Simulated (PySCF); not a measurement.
## Static response to an electric field

Compound: cyclobutylamine, C4H9N.
Numbering: `[NH2:1][CH:2]1[CH2:3][CH2:4][CH2:5]1` (hydrogens: H6, H7 on N1; H8 on C2; H9, H10 on C3; H11, H12 on C4; H13, H14 on C5)

Cartesian coordinates in Å at the GFN2-xTB level; atoms count from 1:
```xyz
14
C4H9N angstrom
N      1.8654    0.1854   -0.5102
C      0.6054    0.4883    0.1199
C     -0.6001    0.5930   -0.8313
C     -1.4279   -0.2609    0.1409
C     -0.1480   -0.6123    0.9134
H      1.7933   -0.6699   -1.0522
H      2.5942    0.0585    0.1833
H      0.7423    1.3953    0.7139
H     -0.9672    1.5967   -1.0288
H     -0.4086    0.0959   -1.7800
H     -1.9635   -1.0996   -0.2993
H     -2.1242    0.3307    0.7314
H     -0.1856   -0.4911    1.9943
H      0.2237   -1.6105    0.6824
```

Level: PBE0/def2-SVPD (PySCF), static field, nuclei fixed, core orbitals frozen in the response. The polarisability tensor in these axes (au):

```
x   60.49  0.28 -0.64
y    0.28 51.75 -2.78
z   -0.64 -2.78 54.09
```

What are the eigenvalues, a third of the trace, and Δα (Δα² = ½Σ(αi − αj)² over the three pairs)?

Principal values 49.90, 55.84 and 60.59 au; mean 55.44 au = 8.22 Å³ = 9.14 × 10⁻⁴⁰ C²·m²/J; Δα = 9.27 au (17 % of the mean).

What is the dipole moment, and where does it point?

(-0.20, -0.89, 0.75) D, 1.18 D in size, pointing from the negative to the positive side. Measured along this direction, the outermost atoms are H9 at the negative end and H13 and H14 at the positive end.

Molar refractivity from α?

Lorentz–Lorenz: R = (4π/3)N_A α = 2.5225 cm³/(mol·Å³) × 8.22 Å³ = 20.7 cm³/mol, in the limit of long wavelengths.

Rayleigh depolarisation ratio (linearly polarised light, static tensor)?

ρ = 3Δα²/(45ᾱ² + 4Δα²) = 257.9/(138333 + 343.9) = 0.00186.

In TDDFT the mean static polarisability is Σ f/ω² over all singlet excitations (ω in hartree). How much of it do the 8 lowest give? Their energies (eV) and oscillator strengths: 6.16, 0.0317; 6.77, 0.0039; 6.88, 0.0067; 7.34, 0.0143; 7.94, 0.0024; 8.15, 0.0225; 8.18, 0.0363; 8.36, 0.0378.

They add up to 2.06 au, 3.7 % of the 55.44 au; the largest single term is 0.62 au, from the state at 6.16 eV. Terms in order: 0.62, 0.06, 0.10, 0.20, 0.03, 0.25, 0.40, 0.40 au. Higher excitations give the rest. The strengths listed sum to 0.156.

Give the eigenvalues of the traceless quadrupole moment Θ = ½Σq(3rr − r²1), origin at the centre of nuclear charge.

-7.23, 2.83, 4.40 D·Å. The values depend on the origin, since the dipole doesn't vanish. The electronic extent ⟨r²⟩ about the same centre is 425 bohr², a root-mean-square distance of 1.72 Å for the 40 electrons.

Isolated species at its GFN2-xTB geometry (one conformer only).

These values come from a run that also computed excited states. On an x86-64 server with one thread, no GPU, on a shared host, this took 14 s wall.
